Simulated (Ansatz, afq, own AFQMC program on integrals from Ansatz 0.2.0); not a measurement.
HfCl, doublet → HfCl⁺, triplet

```yaml
atoms:
  - { symbol: Hf, position_ang: [0.0000, 0.0000, 0.0000] }
  - { symbol: Cl, position_ang: [0.0000, 0.0000, 2.3043] }
```

E(triplet, charge +1) − E(doublet, charge +0) at this geometry, on ROHF and UHF determinants.

Basis def2-SVP with its core potentials. Noble-gas cores (and the filled d shells of Ga–Kr and In–Xe) are frozen. Ansatz 0.2.0 and our own AFQMC program on the same integrals; the CISD trial comes from CCSD amplitudes, and released means the phaseless constraint is let go. Error bars are statistical, one sigma. No spin–orbit coupling. The metal's outer-core s and p shells are frozen, which shifts wave-function levels against functionals. The errors of all members are added in quadrature.

No full CI on the walks' own integrals is used here; CCSDT(Q) serves as the reference and is uncertain by about the last step of the cluster series. Each member takes its own surest rung, up to full CI.

Errors are counted within def2-SVP, not against nature.

Cautions: no spin-orbit coupling; outer-core shells of the metal frozen; HfCl (doublet): a spin-contaminated unrestricted determinant lies lower (UHF 202 meV lower, ⟨S²⟩ 1.09), the released energies have errors that jump between times, so the bars are unsure, so no released level is given (meV from the phaseless value at times in 1/Eh: -12 ± 3 at 0.60, 10 ± 27 at 1.20, -19 ± 4 at 2.00, -23 ± 8 at 3.00, -35 ± 6 at 4.20), though the last usable value meets CCSDT(Q) within the noise, CCSDT(Q) on the UHF determinant differs (32 meV lower), perhaps since the unrestricted series falls towards higher spin, its ph-AFQMC/CISD value lies 27 ± 4 meV above CCSDT(Q); HfCl⁺ (triplet): another spin lies lower; this isn't the first ionization.

Reference (CCSDT(Q)): 643.7 kJ/mol.

```tsv
level	vertical ionization energy (kJ/mol)	error against CCSDT(Q) (kJ/mol)
HF	563.1	-80.6
MP2	619.0	-24.7
CCSD	641.7	-2.0
CCSD(T)	642.8	-1.0
CCSDT	644.2	0.5
ph-AFQMC/HF	631.6 ± 3.1	-12.2 ± 3.1
ph-AFQMC/CISD	642.0 ± 0.5	-1.8 ± 0.5
```

Correlation beyond CCSD(T) adds 1.0 kJ/mol. The perturbative (T) step is worth +1.1 kJ/mol.

A walk keeps the symmetry of its determinant, which the program's search chose and which needn't be the lowest solution, so a lower state of the same spin and another symmetry isn't excluded.
